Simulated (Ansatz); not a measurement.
Ideal-gas functions of CH5BO (`BOC`) at 800 K and 1 bar, from an Ansatz frequency run at PBE0-D4/def2-TZVP.

Molar mass 43.86 g/mol, point group Cs (symmetry number 1), electronic degeneracy 1, moments of inertia 9.783, 48.555, 55.164 u Å². Harmonic wavenumbers (cm⁻¹, unscaled): 146, 403, 442, 955, 1029, 1041, 1186, 1189, 1235, 1402, 1488, 1490, 1505, 2542, 2650, 3041, 3124, 3131.

Use S(trans) = R[1.5 ln M + 2.5 ln T − 1.1517]; rotational temperatures θ = 24.2544 K / I; S(rot) = R[ln(√π/σ · √(T³/θAθBθC)) + 1.5]; for each mode x = 1.438777 ν̃/T, S = R[x/(eˣ − 1) − ln(1 − e⁻ˣ)] and H = RT x/(eˣ − 1); 1 cm⁻¹ = 0.0119627 kJ/mol; R = 8.31446 J/(mol·K).

**Question.** By hand: the entropy, in J/(mol·K).

**Answer.** Translation 176.5. Rotation: θ = 2.4792, 0.4995, 0.4397 K, giving 103.1. Vibration, mode by mode: 19.46, 11.17, 10.44, 4.77, 4.29, 4.22, 3.43, 3.42, 3.20, 2.53, 2.24, 2.23, 2.18, 0.48, 0.41, 0.23, 0.20, 0.20, in all 75.1. Electronic 0.0. Sum 354.7 J/(mol·K).

**Question.** By hand: H − E and G − E in kJ/mol, counted from the electronic energy.

**Answer.** Zero-point energy ½ × 27999 × 0.0119627 = 167.5; thermal vibration 33.8; translation, rotation and pV give 4 RT = 26.6. H − E = 227.9 kJ/mol, and G − E = 227.9 − 800 × 354.7/1000 = -55.9 kJ/mol.

Vibration gives 21 % of the entropy, 19.5 J/(mol·K) of it from the mode under 150 cm⁻¹: soft modes count most, and the harmonic formula is weakest for them.
